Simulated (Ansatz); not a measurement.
# CS+ (sextet): the correlation ladder, def2-TZVPP

An exercise on one series of results from a longer session: the logs are not shown, and one member is left open.

Computed with Ansatz 0.2.0, Gaussian basis. Level: def2-TZVPP, core rule «outside noble gas», up to 6 orbitals frozen.

The runs, in order: UHF; ROHF; CCSD(T) on UHF.

### The geometry

The geometry is a PBE0/def2-TZVP stationary point (not a proven minimum) of the parent state, kept for this charge and spin.

2 atoms, charge 1, spin multiplicity 6.

Atoms are counted from 1 here; the program's logs count them from 0.

Bond lengths: C1–S2 1.654 Å.

Coordinates:

```
atom   x (Å)   y (Å)   z (Å)
  C1  0.0000  0.0000  0.0000
  S2  0.0000  0.0000  1.6537
```

Set-up of the first run:

Input file in.yaml:

```yaml
crystal:
  periodic: [false, false, false]
  atoms:
    - {symbol: C, position_ang: [0.000000, 0.000000, 0.000000]}
    - {symbol: S, position_ang: [0.000000, 0.000000, 1.653700]}
basis:
  gaussian: {orbitals: def2-TZVPP}
total_charge: 1
magnetization: {spin_polarized: true, initial_magnetization: 5}
hamiltonian: {xc: hf}
output: {orbitals: {seedname: orbitals}}
```

Command:

```console
$ ansatz run in.yaml --threads 1 --pin off --events-out ev --progress --plain --max-ram 4096MiB --backend cpu
```

Among the steps run: UHF; ROHF; CCSD(T) on UHF.

One of the session's tables, all rows but one given; the rest of the session is left out.

It belongs to the step «Misses and costs». 

```
  method  from UCCSD(T) (meV)
    ROHF              +5643.3
     UHF              +5432.3
    UMP2              +1089.9
   UCCSD                    ?
UCCSD(T)                    0
```

Q: Estimate the row for UCCSD from the others.

**Answer.** from UCCSD(T) (meV): +191.0. In the column «from UCCSD(T) (meV)» it lies between UCCSD(T) (0) and UMP2 (+1089.9).
